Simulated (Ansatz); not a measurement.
`COCC=O` and `O=CCS` differ in one atom or group.

Ansatz, PBE0-D4/def2-TZVP geometries, multiplicity 1. Each molecule was computed in one conformer, which needn't be the lowest.

```json
{"property": "HOMO–LUMO gap (PBE/def2-TZVPP) / eV", "`COCC=O`": "3.89"}
{"property": "HOMO–LUMO gap (B3LYP/def2-TZVPP) / eV", "`COCC=O`": "6.18"}
{"property": "LUMO energy (PBE/def2-TZVPP) / eV", "`COCC=O`": "-2.11"}
{"property": "LUMO energy (ωB97M-V/def2-TZVPP) / eV", "`COCC=O`": "1.43"}
{"property": "HOMO energy (ωB97M-V/def2-TZVPP) / eV", "`COCC=O`": "-10.01"}
{"property": "size of the dipole moment (ωB97M-V/def2-TZVPP) / D", "`COCC=O`": "2.98"}
```

Q: Give the same properties after the change, and the shifts. (An estimate is asked.)

A: Ansatz gave: 
```
                                          property  `O=CCS`  shift
               HOMO–LUMO gap (PBE/def2-TZVPP) / eV     3.45  -0.44
             HOMO–LUMO gap (B3LYP/def2-TZVPP) / eV     5.40  -0.78
                 LUMO energy (PBE/def2-TZVPP) / eV    -2.30  -0.19
             LUMO energy (ωB97M-V/def2-TZVPP) / eV     1.29  -0.14
             HOMO energy (ωB97M-V/def2-TZVPP) / eV    -9.25   0.76
size of the dipole moment (ωB97M-V/def2-TZVPP) / D     2.66  -0.32
```

With PBE0 the HOMO rises by 0.59 eV and the LUMO falls by 0.18 eV, so the gap narrows by about 0.77 eV. PBE moves the HOMO by 0.25 eV and ωB97M-V by 0.76 eV. Dipoles are sizes alone; their direction can turn.

Positive LUMOs are unbound, so they and the gaps depend on the basis.

B3LYP here is the variant with VWN-RPA as its local correlation; programs differ in this.
